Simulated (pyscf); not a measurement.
Single points on ωB97X-D3(BJ)/def2-SVP structures (PySCF, gas phase).

Question: For HO–SiH₂–PH–SiH₃ + hydrogen (H₂) → H₃Si–PH–SiH₃ + water (H₂O), a four-centre exchange (singlet surface; O–Si, H–H broken, H–Si, H–O formed), PBE/def2-TZVP gives ΔE‡ = 1.93 eV and ΔE = +0.66 eV (zero: the separated reactants). In which direction and how far do B3LYP-D3(BJ)/def2-TZVP, PBE0-D3(BJ)/def2-TZVP, ωB97M-D3(BJ)/def2-TZVP move these?

Answer: B3LYP-D3(BJ): ΔE‡ = 2.22 eV, ΔE = +0.74 eV; PBE0-D3(BJ): ΔE‡ = 2.03 eV, ΔE = +0.66 eV; ωB97M-D3(BJ): ΔE‡ = 2.19 eV, ΔE = +0.72 eV. PBE's barrier lies under all of them, by 0.10 to 0.29 eV. Its reaction energy matches one of them and lies within 0.08 eV of the others. Low barriers are usual for a GGA, whose delocalisation error favours stretched bonds. HO–SiH₂–PH–SiH₃ lies 0.80 eV over its isomer H₃Si–O–SiH₂–PH₂ (electronic energy, ωB97M-D3(BJ)/def2-TZVP). This is the saddle that the search found; another between the same sides may lie lower.
